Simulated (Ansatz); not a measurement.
**Silicon, diamond under LDA: how the Gaussian smearing moves the result**

How small must the Gaussian smearing width be for energy and pressure to settle? The geometry was relaxed under LDA beforehand and stays fixed; 7 values are run, from 0.01 to 1.0 eV. Wanted are the values from which on the energy stays within 10 and 1 meV/atom, and the pressure within 0.5 GPa, of the narrowest run. Within the series other settings stay, but some runs also write fields, which adds to their time. Spin polarisation is left out.

Program: Ansatz 0.2.0. Level of theory: DFT LDA, plane waves with PAW, scalar-relativistic. These are calculated values, not measurements.

1 further run of the same task is left out (set aside as unsound or not needed).

**1. The starting structure**

It takes space group Fd-3m (No. 227, cubic). Conventional cell: a = 5.403 Å, b = 5.403 Å, c = 5.403 Å, α = 90.00°, β = 90.00°, γ = 90.00°. Around Si (site symmetry -43m) lie 4 Si at 2.34 Å.

As a file:

```xyz
2
Lattice="0.0000 2.7017 2.7017 2.7017 0.0000 2.7017 2.7017 2.7017 0.0000" Properties=species:S:1:pos:R:3 pbc="T T T"
Si    2.7017    2.7017    2.7017
Si    4.0525    4.0525    4.0525
```

**2. Width 0.01 eV**

The run at 0.01 eV.

The input, input.yaml:

```yaml
crystal:
  lattice:
    - [0.0, 2.7016643793, 2.7016643793]
    - [2.7016643793, 0.0, 2.7016643793]
    - [2.7016643793, 2.7016643793, 0.0]
  atoms:
    - { symbol: Si, position: [0.5, 0.5, 0.5] }
    - { symbol: Si, position: [0.75, 0.75, 0.75] }
hamiltonian:
  xc: lda
  pseudopotentials:
    kind: paw
    azcp:
      Si: "pseudopotentials/Si.paw.azcp"
basis:
  ecutwfc: 420
  fft_grid_basis: typed
kpoints:
  mp_grid: { grid: [10, 10, 10], shift: [0, 0, 0] }
magnetization:
  spin_polarized: false
scf:
  occupations: { method: gaussian, width: 0.01 }
  lower_state_search: "off"
output:
  stress: true
  write_density: true
  write_potential: true
  elf: true
  volumetric_format: npy
```

On the command line:

```console
$ ansatz run input.yaml --threads 2 --pin off --max-ram 5120MiB --backend cpu --events-out ev --progress --plain --runs-dir out
```

**3. Width 0.03 eV**

The run at 0.03 eV.

Edit input.yaml of step 2 so:

```diff
@@ -22,3 +22,3 @@
 scf:
-  occupations: { method: gaussian, width: 0.01 }
+  occupations: { method: gaussian, width: 0.03 }
   lower_state_search: "off"
```

**4. Width 0.1 eV**

The run at 0.1 eV.

Edit input.yaml of step 3 so:

```diff
@@ -22,3 +22,3 @@
 scf:
-  occupations: { method: gaussian, width: 0.03 }
+  occupations: { method: gaussian, width: 0.1 }
   lower_state_search: "off"
@@ -26,5 +26 @@
   stress: true
-  write_density: true
-  write_potential: true
-  elf: true
-  volumetric_format: npy
```

**5. Width 0.2 eV**

The run at 0.2 eV.

Edit input.yaml of step 4 so:

```diff
@@ -22,3 +22,3 @@
 scf:
-  occupations: { method: gaussian, width: 0.1 }
+  occupations: { method: gaussian, width: 0.2 }
   lower_state_search: "off"
@@ -26 +26,5 @@
   stress: true
+  write_density: true
+  write_potential: true
+  elf: true
+  volumetric_format: npy
```

**6. Width 0.3 eV**

The run at 0.3 eV.

Edit input.yaml of step 5 so:

```diff
@@ -22,3 +22,3 @@
 scf:
-  occupations: { method: gaussian, width: 0.2 }
+  occupations: { method: gaussian, width: 0.3 }
   lower_state_search: "off"
@@ -26,5 +26 @@
   stress: true
-  write_density: true
-  write_potential: true
-  elf: true
-  volumetric_format: npy
```

**7. Width 0.6 eV**

The run at 0.6 eV.

Edit input.yaml of step 6 so:

```diff
@@ -22,3 +22,3 @@
 scf:
-  occupations: { method: gaussian, width: 0.3 }
+  occupations: { method: gaussian, width: 0.6 }
   lower_state_search: "off"
```

**8. Width 1.0 eV**

The run at 1.0 eV.

Edit input.yaml of step 7 so:

```diff
@@ -22,3 +22,3 @@
 scf:
-  occupations: { method: gaussian, width: 0.6 }
+  occupations: { method: gaussian, width: 1.0 }
   lower_state_search: "off"
```

(Steps that only read results are left out.)

What does the calculation give?

As calculated:

| quantity | value |
| --- | --- |
| E(σ → 0) stays within 10 meV/atom of 0.01 eV | up to 0.6 eV |
| E(σ → 0) stays within 1 meV/atom | up to 0.3 eV |
| pressure stays within 0.5 GPa | up to 1.0 eV |
| pressure at 0.01 eV | -0.07 GPa |

**Reading.** At 1.0 eV the energy differs by +13.8 meV/atom and the pressure by -0.2 GPa. The free energy F moves by -20.2 meV/atom over the range, and the estimate for σ → 0 by +13.8. While the width stays far under the gap, it changes nothing.

These are semilocal Kohn-Sham gaps, which aren't the measured quantity. Such gaps usually fall short of the measured ones.
